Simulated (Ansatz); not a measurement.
# MgBH (triplet): wave-function methods side by side, def2-QZVPP

One table from this session's results is given with a row withheld; the runs are named, their logs left out.

Program: Ansatz 0.2.0, Gaussian basis. Level of theory: def2-QZVPP, core rule «outside noble gas», up to 6 orbitals frozen. These are calculated values, not measurements.

The runs, in order: UHF; ROHF; CCSD(T) on UHF.

2 further runs of the same task are left out: 2 set aside as unsound or not needed.

### The geometry

The geometry is a PBE0/def2-TZVP stationary point (not a proven minimum).

3 atoms, charge 0, spin multiplicity 3.

Atoms are counted from 1 here; the program's logs count them from 0.

Bond lengths: B1–Mg2 2.255 Å, Mg2–H3 1.702 Å. Angles: B1–Mg2–H3 180.0°.

The first run:

Contents of in.yaml:

```yaml
crystal:
  periodic: [false, false, false]
  atoms:
    - {symbol: B, position_ang: [0.000000, 0.000000, 2.070593]}
    - {symbol: Mg, position_ang: [0.000000, 0.000000, -0.184107]}
    - {symbol: H, position_ang: [0.000000, 0.000000, -1.886486]}
basis:
  gaussian: {orbitals: "def2-QZVPP.json"}
magnetization: {spin_polarized: true, initial_magnetization: 2}
hamiltonian: {xc: hf}
output: {orbitals: {seedname: orbitals}}
```

Command:

```bash
$ ansatz run in.yaml --threads 1 --pin off --events-out ev --progress --plain --max-ram 2393MiB
```

Steps of the session up to this table: UHF; ROHF; CCSD(T) on UHF.

One table of the session follows, with a row left open; its other results are not shown here.

It belongs to the step «Misses and costs». 

| method | from UCCSD(T) (kJ/mol) |
| --- | --- |
| ROHF | +323.1 |
| UHF | +315.3 |
| UMP2 | ? |
| UCCSD | +9.2 |
| UCCSD(T) | 0 |

Q: Estimate the row for UMP2 from the others.

As computed: from UCCSD(T) (kJ/mol): +74.9. In the column «from UCCSD(T) (kJ/mol)» it lies between UCCSD (+9.2) and UHF (+315.3).
